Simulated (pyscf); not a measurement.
A first-order saddle from PySCF, ωB97X-D3(BJ)/def2-SVP:

```xyz
14

F     -1.0209    -1.4750     0.5523
C     -1.6625    -0.7819    -0.4367
F     -2.1951    -1.6988    -1.2658
F     -2.6926    -0.1489     0.1697
Si    -0.4522     0.4231    -1.3768
O      0.1468     1.1289     0.1788
Si     0.2215     0.8499     1.8705
H      0.4166    -0.5908    -2.0163
H     -1.4590     1.1799    -2.1544
H     -1.1557     0.6678     2.3743
H      0.8373     2.0887     2.4112
H      1.0907    -0.3205     2.1349
F      0.8448     1.7862    -1.7577
H      0.7750     1.7547    -0.5353
```
Charge 0, spin multiplicity 1.

Surface: singlet, charge 0. Lowest wavenumbers (cm⁻¹): 713i, 60, 84, 111, 119.

Q: Name the species on either side of this saddle.

A: F–C(F)(F)–SiH₂–O–SiH₃ (SMILES FC(F)(F)[SiH2]O[SiH3]) + HF (SMILES F) <-> F–SiH₂–C(F)(F)–F (SMILES F[SiH2]C(F)(F)F) + HO–SiH₃ (SMILES O[SiH3]), a four-centre exchange read from left to right: O–Si, F–H broken and F–Si, H–O formed. At ωB97M-D3(BJ)/def2-TZVP it lies +52.5 kJ/mol from the left side and +70.9 kJ/mol from the right (each side as separated species at their lowest minima found). On the reactant side the descent ends in a complex, 20.2 kJ/mol under the separated species and 75.2 kJ/mol under the saddle at ωB97X-D3(BJ)/def2-TZVP. On the product side the descent ends in a complex (not fully relaxed), 18.8 kJ/mol under the separated species and 85.2 kJ/mol under the saddle at ωB97X-D3(BJ)/def2-TZVP. F–C(F)(F)–SiH₂–O–SiH₃ lies 167.7 kJ/mol over its isomer F–CH(F)–SiH(F)–O–SiH₃ (electronic energy, ωB97M-D3(BJ)/def2-TZVP). F–SiH₂–C(F)(F)–F lies 385.4 kJ/mol over its isomer F–CH₂–Si(F)(F)–F (electronic energy, ωB97M-D3(BJ)/def2-TZVP). This is the saddle that the search found; another between the same sides may lie lower.
